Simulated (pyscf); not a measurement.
Optimised with ωB97X-D3(BJ)/def2-SVP in PySCF. Correlated levels are frozen-core, on RHF or UHF. ΔMP2 is the change of the MP2 total energy from the triple- to the quadruple-zeta basis.

Task: For the elementary gas-phase step H₃C–O–SiH₃ → formaldehyde (H₂C=O) + silane (SiH₄) (singlet surface; C–H, O–Si broken, H–Si formed), what barrier and reaction energy does CCSD(T)/def2-TZVPP + ΔMP2(QZVPP) give, measured from the reactant's lowest minimum found?

Result: ΔE‡ = 79.2 kcal/mol, ΔE = +44.8 kcal/mol. Zero-point energy shifts the barrier by -3.3 kcal/mol. It is an elimination, with an imaginary mode of 803i cm⁻¹. H₃C–O–SiH₃ lies 23.7 kcal/mol over its isomer H₃C–SiH₂–OH (electronic energy, ωB97M-D3(BJ)). One saddle was located; it need not be the lowest between these sides. The CCSD(T) − MP2 part came from Ansatz, without density fitting, on the same reference.
